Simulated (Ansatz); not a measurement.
Program: Ansatz. Geometries: PBE0-D4/def2-TZVP. ΔE: electronic, gas phase. CCSD(T)/CBS is the MP2 limit (def2-TZVPP, def2-QZVPP) plus CCSD(T) − MP2 in def2-TZVPP, frozen cores. This one scheme is used for every species. DFT in def2-TZVPP.

Reaction (silylene loss): `[CH3][AlH][SiH3]` → `[CH3][AlH2]` + `[SiH2]`

```tsv
level	ΔE (eV)
PBE-QIDH	2.71
BLYP	2.26
```

(1) What does CCSD(T)/CBS give? (Estimate.)

Largest T1 diagnostic among the species: 0.014.

Results:

(1) The calculation gave: +2.51 eV. The listed levels differ from it by 0.20, -0.25 eV.

At CCSD(T), def2-SVP lies −0.16 eV from the extrapolated value and def2-TZVPP −0.06 eV. From BLYP to BHLYP (50 % exact exchange), in def2-TZVPP and without D4, ΔE moves by +0.18 eV.
